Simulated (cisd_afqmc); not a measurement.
Input (AFQMC/CISD/aug-cc-pVTZ; cisd_afqmc is a phaseless AFQMC code with CISD trial states that reads the integrals written by Ansatz):

Ansatz 0.2 input:
```python
import cisd_afqmc

open("ham.yaml", "w").write("""\
crystal:
  periodic: [false, false, false]
  atoms:
    - {symbol: N, position_ang: [-0.00000000, -0.00000000, -0.54855467]}
    - {symbol: N, position_ang: [0.00000000, 0.00000000, 0.54855467]}
basis:
  gaussian:
    orbitals: aug-cc-pVTZ
magnetization: {spin_polarized: false}
correlation: {method: ccsd, electrons: outside_noble_gas, hamiltonian_folder: ham}
""")
rep = cisd_afqmc.ansatz("ham.yaml")
e_ccsd = rep["correlation"]["coupled_cluster"]["energy"]["hartree"]
out = cisd_afqmc.run("ham", e_ccsd, trial="CISD", walkers=2000, populations=1, threads=12, dt=0.005, steps=40, early=24, settle=10, least=100,
    cut=5e-5, rank_cut=2e-4, target=0.0004, seconds=1000, seed=4, memory=62639, gpu=True)
```

Output:

```
orbitals 90, occupied [5], factors 435 of 550, rank of the doubles 189 of 425
E(HF) = -108.984808
E(CCSD) on the cut factors = -109.361573, shift to the whole factors -0.000003
Energy of the trial state on the determinant = -109.361586
  tau behind 7.2 of longer steps, mean of the populations' last blocks
   2.0  -109.38317
   4.0  -109.38076
   6.0  -109.38207
   8.0  -109.38179
  10.0  -109.38089
  12.0  -109.38192
  14.0  -109.38257
  16.0  -109.38093
  18.0  -109.38140
  20.0  -109.38199
  22.0  -109.38161
blocks 100 (0 outliers left out), error by blocks joined: 1: 0.00017, 2: 0.00019, 4: 0.00019, 8: 0.00013
E(AFQMC/CISD) = -109.38159 +/- 0.00019
```
